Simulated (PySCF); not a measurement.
# Continuum solvent and chemical shifts

Atom-mapped SMILES (the numbers label the heavy atoms): `[CH3:1]/[CH:2]=[CH:3]/[C:4]([CH3:5])=[O:6]`. Each H is labelled by its parent atom.

GIAO PBE0/pcSseg-1 in PySCF 2.14 on one PBE0-D3(BJ)/def2-SVP conformer, non-relativistic, equivalent nuclei averaged. Solvents enter as an IEF-PCM continuum (chloroform with ε = 4.7, methanol with ε = 32.6) around the gas-phase geometry. Shifts are referred to TMS computed in the same medium.

In chloroform, δ in ppm: C4 201.0, C2 156.1, C3 134.4, C5 33.3, C1 21.5, H(C2) 7.32, H(C3) 6.31, H(C5) 2.21, H(C1) 2.09. Dipole moment 3.74 D.

Task: How does each δ change in the more polar medium?

Result: 
```csv
atoms,environment,"Δδ, methanol"
C4,ketone carbonyl carbon,+2.0
C2,β carbon of a C=C–C=O unit,+1.0
C3,α carbon of a C=C–C=O unit,+0.6
C5,methyl carbon α to a carbonyl,+0.5
C1,allylic methyl carbon,+0.2
H(C2),hydrogen on a β carbon of a C=C–C=O unit,-0.01
H(C3),hydrogen on an α carbon of a C=C–C=O unit,+0.11
H(C5),hydrogen on a methyl carbon α to a carbonyl,+0.05
H(C1),hydrogen on an allylic methyl carbon,+0.04
```

Changes are relative to chloroform. The dipole moment becomes 4.03 D in methanol.

Task: Which nuclei move most (in ppm), and what does the model miss?

Result: C4 (ketone carbonyl carbon, +2.0 ppm) in methanol. A continuum only polarises the solute; specific hydrogen bonds, the anisotropy of aromatic solvents and changes of geometry or conformer are outside it.
